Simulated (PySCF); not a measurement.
Ionisation energy of Be by level of theory

Be [He] 2s2 (1S) → Be⁺ [He] 2s1 (2S), as a difference of total energies. Calculation: PySCF 2.14, in ANO-RCC-VTZP (4s3p2d1f, 30 functions); scalar relativity by spin-free X2C-1e. Correlated levels: valence: 1s2 frozen; valence and next inner shell: nothing frozen. The calculations carry no spin-orbit coupling.

| method | ionisation energy (eV) |
| --- | --- |
| UHF | 8.039 |
| LDA | 9.017 |
| PBE | 8.995 |
| PBE0 | 8.972 |
| r2SCAN | 8.799 |
| r2SCANh | 8.812 |
| BP86 | 9.111 |
| B2PLYP | 8.988 |
| M06-2X | 9.054 |
| MP2 (valence) | 8.785 |
| SCS-MP2 (valence) | 8.935 |
| MP2 (valence and next inner shell) | 8.803 |
| SCS-MP2 (valence and next inner shell) | 8.949 |

Errors of the correlated levels include the incompleteness of this basis and the frozen core.

MP2 underrates the near-degeneracy of ns² with np² in the lower species.

Problem. Which method comes closest to the reference value, and which is furthest?

Solution. The reference is 9.323 eV (measured; NIST Atomic Spectra Database, ionization energies). Closest: BP86 (error -0.212 eV); furthest: UHF (error -1.284 eV).
